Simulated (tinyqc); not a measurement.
Worked calculation: Born-Oppenheimer dynamics on the UHF/sto-3g surface (energies and gradients from PySCF), for NH3+, spin multiplicity 2. Computed by tinyqc, a small Python program that keeps every step (integrals from PySCF). Settings: charge = 1, multiplicity = 2, basis = sto-3g, time step (fs) = 0.5, steps = 24. Command: `OMP_NUM_THREADS=1 python tinyqc.py 20699 20700 out.jsonl` (the two numbers bound the seeds that draw the settings). One thread of a shared host (Intel(R) Xeon(R) Processor @ 2.60GHz), about 3 s of CPU time with the checks.

positions (bohr):
```
           x         y         z
1N  -0.00567  -0.05291   0.51401
2H   1.69130   0.12472   0.03779
3H  -0.93163   1.61572  -0.06803
4H  -0.88439  -1.63272   0.09071
```

The total energy should stay constant up to terms of order dt^2; the step counts as short enough if it moves by less than 2 % of the largest kinetic energy.

Trajectory:
```
time (fs)  1N-2H (angstrom)  potential (hartree)  kinetic (hartree)  total (hartree)
0.00000             0.93741          -55.1713133          0.0002161      -55.1710973
0.50000             0.94696          -55.1750742          0.0037675      -55.1713067
1.00000             0.97582          -55.1843984          0.0126685      -55.1717298
1.50000             1.01783          -55.1928185          0.0208456      -55.1719729
2.00000             1.06555          -55.1961371          0.0241864      -55.1719508
2.50000             1.11239          -55.1941059          0.0223193      -55.1717866
3.00000             1.15332          -55.1888710          0.0172677      -55.1716033
3.50000             1.18494          -55.1831141          0.0116530      -55.1714611
4.00000             1.20514          -55.1790229          0.0076468      -55.1713761
4.50000             1.21278          -55.1779461          0.0065992      -55.1713469
5.00000             1.20750          -55.1803546          0.0089840      -55.1713706
5.50000             1.18962          -55.1858652          0.0144173      -55.1714479
6.00000             1.16022          -55.1932419          0.0216623      -55.1715796
6.50000             1.12129          -55.2004327          0.0286796      -55.1717531
7.00000             1.07601          -55.2048466          0.0329283      -55.1719183
7.50000             1.02908          -55.2042143          0.0322465      -55.1719678
8.00000             0.98675          -55.1982252          0.0264442      -55.1717810
8.50000             0.95616          -55.1901118          0.0187125      -55.1713993
9.00000             0.94362          -55.1856689          0.0145134      -55.1711555
9.50000             0.95199          -55.1884204          0.0170920      -55.1713284
10.00000            0.97926          -55.1958713          0.0241574      -55.1717139
10.50000            1.01961          -55.2022433          0.0302996      -55.1719437
11.00000            1.06583          -55.2037069          0.0317834      -55.1719235
11.50000            1.11141          -55.2001088          0.0283421      -55.1717667
12.00000            1.15138          -55.1935535          0.0219592      -55.1715943
```

Is the time step short enough?

No. The total energy moves within 8.8e-04 hartree; that is over 2 % of the largest kinetic energy, so the time step is too long.
